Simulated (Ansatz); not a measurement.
Molecular dynamics of FH5Si

Input file:

```yaml
crystal:
  periodic: [false, false, false]
  atoms:
    - { symbol: Si, position_ang: [-0.212659, 0.0, -0.048561] }
    - { symbol: H, position_ang: [0.080609, 0.0, 1.678719] }
    - { symbol: H, position_ang: [1.312607, 0.0, -0.062109] }
    - { symbol: H, position_ang: [-0.575546, 1.287849, -0.736619] }
    - { symbol: H, position_ang: [-0.575545, -1.287849, -0.736619] }
    - { symbol: F, position_ang: [-1.881283, 1.0e-06, 0.897013] }
    - { symbol: H, position_ang: [-0.913883, 0.0, 1.648577] }
basis:
  gaussian: { orbitals: cc-pVDZ }
hamiltonian:
  xc: lda
md:
  timestep: 0.5
  n_steps: 200
  ensemble: nve
  temperature: 100.0
  initial_velocities: maxwell_boltzmann
  seed: 7303
```

Launched with:

```bash
$ ansatz run input.yaml --threads 1 --pin off --max-ram 2048MiB --backend cpu --events-out ev --progress --plain --runs-dir out
```

It starts at the highest image of a converged band. Of that band: A vibrational analysis at the climbing image gives 2 clearly imaginary modes (926i, 189i cm⁻¹): a point of higher order, so a lower path passes nearby.

Output, in part (one step line in 7, the closing report, with atoms numbered from 0):

```
md step     0: t =     0.00 fs  T =   100.0 K  F+E_penalty+E_count = -10623.57537625 eV  E_kin = 0.064630 eV  conserved = -10623.51074625 eV  (24 SCF iters)
md step     7: t =     3.50 fs  T =    57.1 K  F+E_penalty+E_count = -10623.54751720 eV  E_kin = 0.036911 eV  conserved = -10623.51060578 eV  (20 SCF iters)
md step    14: t =     7.00 fs  T =    28.4 K  F+E_penalty+E_count = -10623.52900738 eV  E_kin = 0.018371 eV  conserved = -10623.51063676 eV  (20 SCF iters)
md step    21: t =    10.50 fs  T =    18.2 K  F+E_penalty+E_count = -10623.52236150 eV  E_kin = 0.011784 eV  conserved = -10623.51057729 eV  (20 SCF iters)
md step    28: t =    14.00 fs  T =    61.8 K  F+E_penalty+E_count = -10623.55061104 eV  E_kin = 0.039934 eV  conserved = -10623.51067661 eV  (19 SCF iters)
md step    35: t =    17.50 fs  T =    84.5 K  F+E_penalty+E_count = -10623.56525149 eV  E_kin = 0.054605 eV  conserved = -10623.51064645 eV  (20 SCF iters)
md step    42: t =    21.00 fs  T =   101.3 K  F+E_penalty+E_count = -10623.57606740 eV  E_kin = 0.065492 eV  conserved = -10623.51057570 eV  (25 SCF iters)
md step    49: t =    24.50 fs  T =   188.6 K  F+E_penalty+E_count = -10623.63242202 eV  E_kin = 0.121878 eV  conserved = -10623.51054450 eV  (25 SCF iters)
md step    56: t =    28.00 fs  T =   431.1 K  F+E_penalty+E_count = -10623.78910854 eV  E_kin = 0.278637 eV  conserved = -10623.51047145 eV  (25 SCF iters)
md step    63: t =    31.50 fs  T =   896.6 K  F+E_penalty+E_count = -10624.09011147 eV  E_kin = 0.579470 eV  conserved = -10623.51064138 eV  (25 SCF iters)
md step    70: t =    35.00 fs  T =  1432.4 K  F+E_penalty+E_count = -10624.43650092 eV  E_kin = 0.925777 eV  conserved = -10623.51072403 eV  (24 SCF iters)
md step    77: t =    38.50 fs  T =  1915.7 K  F+E_penalty+E_count = -10624.74916401 eV  E_kin = 1.238126 eV  conserved = -10623.51103761 eV  (25 SCF iters)
md step    84: t =    42.00 fs  T =  2093.9 K  F+E_penalty+E_count = -10624.86433201 eV  E_kin = 1.353269 eV  conserved = -10623.51106322 eV  (23 SCF iters)
md step    91: t =    45.50 fs  T =  2000.4 K  F+E_penalty+E_count = -10624.80379805 eV  E_kin = 1.292876 eV  conserved = -10623.51092170 eV  (24 SCF iters)
md step    98: t =    49.00 fs  T =  1865.0 K  F+E_penalty+E_count = -10624.71612354 eV  E_kin = 1.205318 eV  conserved = -10623.51080522 eV  (24 SCF iters)
md step   105: t =    52.50 fs  T =  1815.4 K  F+E_penalty+E_count = -10624.68420225 eV  E_kin = 1.173318 eV  conserved = -10623.51088461 eV  (24 SCF iters)
md step   112: t =    56.00 fs  T =  1770.9 K  F+E_penalty+E_count = -10624.65526260 eV  E_kin = 1.144523 eV  conserved = -10623.51073927 eV  (24 SCF iters)
md step   119: t =    59.50 fs  T =  1782.8 K  F+E_penalty+E_count = -10624.66295957 eV  E_kin = 1.152250 eV  conserved = -10623.51070983 eV  (24 SCF iters)
md step   126: t =    63.00 fs  T =  1831.5 K  F+E_penalty+E_count = -10624.69446456 eV  E_kin = 1.183670 eV  conserved = -10623.51079419 eV  (24 SCF iters)
md step   133: t =    66.50 fs  T =  1817.7 K  F+E_penalty+E_count = -10624.68555030 eV  E_kin = 1.174763 eV  conserved = -10623.51078681 eV  (24 SCF iters)
md step   140: t =    70.00 fs  T =  1782.6 K  F+E_penalty+E_count = -10624.66280015 eV  E_kin = 1.152072 eV  conserved = -10623.51072830 eV  (24 SCF iters)
md step   147: t =    73.50 fs  T =  1821.8 K  F+E_penalty+E_count = -10624.68821328 eV  E_kin = 1.177406 eV  conserved = -10623.51080701 eV  (24 SCF iters)
md step   154: t =    77.00 fs  T =  1858.4 K  F+E_penalty+E_count = -10624.71206051 eV  E_kin = 1.201113 eV  conserved = -10623.51094733 eV  (24 SCF iters)
md step   161: t =    80.50 fs  T =  1781.2 K  F+E_penalty+E_count = -10624.66210322 eV  E_kin = 1.151217 eV  conserved = -10623.51088589 eV  (24 SCF iters)
md step   168: t =    84.00 fs  T =  1641.4 K  F+E_penalty+E_count = -10624.57159102 eV  E_kin = 1.060816 eV  conserved = -10623.51077525 eV  (24 SCF iters)
md step   175: t =    87.50 fs  T =  1604.2 K  F+E_penalty+E_count = -10624.54725142 eV  E_kin = 1.036822 eV  conserved = -10623.51042907 eV  (24 SCF iters)
md step   182: t =    91.00 fs  T =  1925.5 K  F+E_penalty+E_count = -10624.75537109 eV  E_kin = 1.244455 eV  conserved = -10623.51091578 eV  (24 SCF iters)
md step   189: t =    94.50 fs  T =  2155.2 K  F+E_penalty+E_count = -10624.90397379 eV  E_kin = 1.392881 eV  conserved = -10623.51109273 eV  (24 SCF iters)
md step   196: t =    98.00 fs  T =  2052.7 K  F+E_penalty+E_count = -10624.83759697 eV  E_kin = 1.326671 eV  conserved = -10623.51092607 eV  (24 SCF iters)
md step   200: t =   100.00 fs  T =  1910.2 K  F+E_penalty+E_count = -10624.74540836 eV  E_kin = 1.234573 eV  conserved = -10623.51083545 eV  (22 SCF iters)
Total energy: -10624.74544883 eV, -390.4521935334 hartree
Atom 0 at    -0.427801    -0.008185    -0.367371 Å, force    -1.004445     0.216393     2.174768 eV/Å
Atom 1 at     1.580053     0.518009     7.242664 Å, force     0.152792     0.126522    -0.191363 eV/Å
Atom 2 at     0.574754    -0.159424     0.769259 Å, force     0.466353    -0.145005    -0.735662 eV/Å
Atom 3 at    -0.270815     1.359080    -1.034686 Å, force    -0.189517    -0.355282     0.056881 eV/Å
Atom 4 at    -0.550562    -1.140056    -1.373080 Å, force     0.021003     0.172955     0.175139 eV/Å
Atom 5 at    -1.730699    -0.027204     0.753281 Å, force     0.706585     0.110942    -1.671233 eV/Å
Atom 6 at     1.150973     0.163194     7.779515 Å, force    -0.152772    -0.126525     0.191469 eV/Å
Dipole moment:     0.259154    -0.008851    -0.311176 e Å
```

The run went to its last step. The conserved energy stayed within 0.065 meV per atom of its start (net change -0.013 meV per atom), so the integration is sound. The kinetic energy rose, since the run started high on the potential surface and went downhill. It ends in pieces (FH3Si + H2), so much of that is their flight and rotation, not heat. A run of 0.1 ps of so small a system gives no equilibrium averages. The orbitals stay closed-shell, which can raise the energy where a bond breaks towards radicals; this wasn't checked here.

Between its relaxed ends the band would form Si1–F6, H2–H7 and break Si1–H2, F6–H7. These pairs go: Si1–F6 1.92 → 1.72 Å, H2–H7 0.99 → 0.77 Å, Si1–H2 1.75 → 7.89 Å, F6–H7 1.23 → 7.60 Å. In the last frame they stand as after the step (other bonds may differ from the relaxed reactants and products). It ends as FH3Si + H2. Pairs count as bonded within 1.25 times the sum of covalent radii (0.12 Å more for H–H).

Last frame:

```xyz
7
Properties=species:S:1:pos:R:3
Si -0.428 -0.008 -0.367
H 1.580 0.518 7.243
H 0.575 -0.159 0.769
H -0.271 1.359 -1.035
H -0.551 -1.140 -1.373
F -1.731 -0.027 0.753
H 1.151 0.163 7.779
```

The run took 100 s on 1 thread of Arm Neoverse V2 (shared host), peak memory 0.091 GiB.
